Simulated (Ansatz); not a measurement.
Corundum (α-Al2O3), treated with PBE (Ansatz, a first-principles code, PAW).

Numerical settings: plane-wave cutoff 520 eV, 6×6×6 k mesh, scalar-relativistic PAW data made under PBE.

Computed at the level's own relaxed cell.

Hill averages of the elastic tensor: K = 230.1 GPa, G = 145.6 GPa. Volume 8.761 Å³/atom, mean atomic mass 20.392 u.

Task: Work out the density, the sound velocities of a polycrystal and the elastic Debye temperature at this level.

Result: ρ = 1.66054 × 20.392/8.761 = 3.865 g/cm³. v_l = √[(K + 4G/3)/ρ] = 10.477 km/s and v_t = √(G/ρ) = 6.138 km/s. The mean follows from 3/v_m³ = 1/v_l³ + 2/v_t³: v_m = 6.805 km/s. Θ_D = (ħ/k_B) v_m (6π²/V)^(1/3) = 76.38 K Å s/km × 6.805 × 1.8907 Å⁻¹ = 983 K, counting all atoms of the cell.
